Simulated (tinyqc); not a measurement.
G0W0 on RHF in the sto-3g basis, for H2O, spin multiplicity 1, step by step (part 2 of 2). Computed by tinyqc, a small Python program that keeps every step (integrals from PySCF). Command: `OMP_NUM_THREADS=1 python tinyqc.py 30315 30316 out.jsonl` (the two numbers bound the seeds that draw the settings). One thread of a shared host (Intel(R) Xeon(R) Processor @ 2.60GHz), about 0.09 s of CPU time with the checks.

Geometry (angstrom):
```
atom         x          y         z
O     0.000000   0.000000  0.000000
H     0.000000   0.885000  0.759000
H     0.000000  -0.926000  0.795000
```

## Screening: direct RPA

orbital energies (hartree): MO1 -20.282405, MO2 -1.187991, MO3 -0.503006, MO4 -0.433157, MO5 -0.392147, MO6 0.412993, MO7 0.498569

Given earlier and not repeated: Two-electron integrals over orbitals (pq|rs).

With D = e_a - e_i and K = (ia|jb): diagonalise D^(1/2) (D + 4K) D^(1/2) = Z w^2 Z^T; X + Y = D^(1/2) Z w^(-1/2), each column of Z with its largest component positive (the first on a tie); E_c = (sum w - tr (D + 2K)) / 2.

D^(1/2) (D + 4K) D^(1/2) (hartree^2):
```
            1>6         1>7        2>6        2>7        3>6        3>7        4>6        4>7
1>6  430.224185   -0.143662   0.293078   0.040337  -0.001440   0.088686  -0.055728  -0.039914
1>7   -0.143662  433.393984   0.038497   0.437307  -0.053243  -0.034279  -0.019801  -0.165604
2>6    0.293078    0.038497   3.143210  -0.039606  -0.074941  -0.291025   0.243271  -0.055560
2>7    0.040337    0.437307  -0.039606   3.331094  -0.115370   0.111151  -0.077588  -0.069032
3>6   -0.001440   -0.053243  -0.074941  -0.115370   1.100876   0.029463  -0.131037  -0.186930
3>7    0.088686   -0.034279  -0.291025   0.111151   0.029463   1.669874  -0.393378   0.109529
4>6   -0.055728   -0.019801   0.243271  -0.077588  -0.131037  -0.393378   1.130550   0.029193
4>7   -0.039914   -0.165604  -0.055560  -0.069032  -0.186930   0.109529   0.029193   1.122719
5>6    0.000000    0.000000   0.000000   0.000000   0.000000   0.000000   0.000000   0.000000
5>7    0.000000    0.000000   0.000000   0.000000   0.000000   0.000000   0.000000   0.000000

           5>6        5>7
1>6   0.000000   0.000000
1>7   0.000000   0.000000
2>6   0.000000   0.000000
2>7   0.000000   0.000000
3>6   0.000000   0.000000
3>7   0.000000   0.000000
4>6   0.000000   0.000000
4>7   0.000000   0.000000
5>6   0.751788  -0.006831
5>7  -0.006831   0.883574
```

excitation energies w (hartree): 0.866854  0.932087  0.940174  0.955488  1.156048  1.334067  1.793874  1.838928  20.741695  20.818285

X + Y:
```
            1          2          3          4          5          6          7          8
1>6  0.000000   0.000290   0.000000   0.000231   0.000364  -0.001569  -0.002005   0.000553
1>7  0.000000   0.000775   0.000000   0.001070   0.000925   0.000532  -0.001953  -0.002888
2>6  0.000000  -0.021480   0.000000   0.048101  -0.025425   0.289457   0.814861  -0.400313
2>7  0.000000   0.055412   0.000000   0.059947  -0.014289  -0.074451   0.444607   0.846603
3>6  0.000000   0.553889   0.000000   0.476618  -0.590877   0.063923  -0.044003  -0.015559
3>7  0.000000   0.316156   0.000000  -0.337116   0.116162   0.741827  -0.121849   0.112897
4>6  0.000000   0.707890   0.000000  -0.395237   0.222995  -0.337286   0.080731  -0.069453
4>7  0.000000   0.202029   0.000000   0.680442   0.618894   0.072342  -0.028334  -0.006039
5>6  0.962461   0.000000  -0.047774   0.000000   0.000000   0.000000   0.000000   0.000000
5>7  0.052330   0.000000   0.972044   0.000000   0.000000   0.000000   0.000000   0.000000

             9         10
1>6   0.997864  -0.045021
1>7   0.045197   0.998084
2>6   0.000192   0.000016
2>7   0.000040   0.000288
3>6  -0.000002  -0.000026
3>7   0.000045  -0.000019
4>6  -0.000027  -0.000008
4>7  -0.000023  -0.000080
5>6   0.000000   0.000000
5>7   0.000000   0.000000
```

RPA correlation energy = -0.07955601 hartree

## G0W0 on Hartree-Fock: HOMO

W(p,q,m) = sqrt2 sum_ia (pq|ia) (X+Y)_ia,m; Sigma_c(x) = sum_(i,m) W^2/(x - e_i + w_m) + sum_(a,m) W^2/(x - e_a - w_m); solve x = e_p + Sigma_c(x) by Newton steps; Z = 1/(1 - dSigma/dx); 1 hartree = 27.211386 eV.

The 12 largest terms at x = e_p (hartree; W for the signs of X + Y given):
```
q  m          W       term
5  6   0.245544   0.045194
5  7  -0.178473   0.017756
5  8   0.161001   0.014096
2  1  -0.059442   0.002125
5  2  -0.038109   0.001558
6  1   0.043610  -0.001137
5  4   0.030298   0.000961
5  5  -0.032839   0.000933
3  3   0.031297   0.000932
7  3   0.034938  -0.000667
2  3   0.020094   0.000233
4  1  -0.013217   0.000192
```

Newton steps (hartree):
```
step          x  Sigma_c(x)         Z
0     -0.392147    0.082260  0.944666
1     -0.314439    0.077937  0.949794
2     -0.314222    0.077925  0.949807
3     -0.314222    0.077925  0.949807
```

quasiparticle energy of the HOMO = -8.550420 eV

Hartree-Fock value = -10.670872 eV

## G0W0 on Hartree-Fock: LUMO

As before.

The 12 largest terms at x = e_p (hartree; W for the signs of X + Y given):
```
q  m          W       term
4  6  -0.149918   0.010309
7  5   0.097906  -0.007720
3  5  -0.113438   0.006210
6  7  -0.100289  -0.005607
6  8   0.090544  -0.004458
2  7   0.117838   0.004090
4  7   0.084399   0.002698
4  8  -0.077359   0.002229
6  6   0.051246  -0.001969
4  5   0.057813   0.001669
2  8  -0.072359   0.001522
6  5   0.041850  -0.001515
```

Newton steps (hartree):
```
step         x  Sigma_c(x)         Z
0     0.412993    0.011065  0.970514
1     0.423731    0.010738  0.970406
2     0.423730    0.010738  0.970406
```

quasiparticle energy of the LUMO = 11.530293 eV

Hartree-Fock value = 11.238101 eV
